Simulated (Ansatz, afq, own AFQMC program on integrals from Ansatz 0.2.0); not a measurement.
# AlH2O, doublet in cc-pVDZ, levels against CCSDT(Q)

```xyz
4

Al    0.0000   -0.1283    1.6903
O     0.0000    0.0813   -2.8009
H     0.0000    1.2527    2.5231
H     0.0000    0.8912   -3.3105
```

Connectivity, by distances: AlH ··· OH.

Basis cc-pVDZ. Noble-gas cores (and the filled d shells of Ga–Kr and In–Xe) are frozen. AFQMC by an in-house program on the Cholesky factors that Ansatz 0.2.0 writes for its CCSD(T) run. ph-AFQMC/CISD is guided by a CISD state made of CCSD amplitudes; releasing the constraint for a short imaginary time cuts its bias at the price of noise, slowly where states lie close. Uncertainties: one standard error, sampling alone.

Determinant: ROHF, the one that the program's search chose, which needn't be the lowest solution. The geometry is a point of a scan.

No full CI on the walks' own integrals is used here; CCSDT(Q) serves as the reference and is uncertain by about the last step of the cluster series.

Cautions: higher spins were not checked; a spin-contaminated unrestricted determinant lies lower (UHF 115 meV lower, ⟨S²⟩ 0.91).

- T1 diagnostic: 0.0117
- weight of the determinant in the CISD state: 0.880
- size of the correlated space: 11 electrons in 36 orbitals

Reference: CCSDT(Q), correlation energy -6.656 eV. The released energy is read at 2.40 1/Eh (meV from the phaseless value at times in 1/Eh: -3 ± 13 at 0.24, 2 ± 12 at 0.51, -16 ± 12 at 0.99, -7 ± 17 at 1.62, -4 ± 16 at 2.40).

```tsv
level	E − E(reference) (meV)	share of correlation (%)
HF	6656.2	0.00
MP2	1086.2	83.68
CCSD	96.8	98.55
CCSD(T)	22.1	99.67
CCSDT	7.5	99.89
ph-AFQMC/HF	55.6 ± 59.9	99.17
ph-AFQMC/CISD	20.7 ± 10.9	99.69
released AFQMC	16.6 ± 16.0	99.75
```

A walk keeps the symmetry of its determinant, which the program's search chose and which needn't be the lowest solution, so a lower state of the same spin and another symmetry isn't excluded. Released energies are given only where the last usable release times agree within the noise; a slower fall can still hide under it.
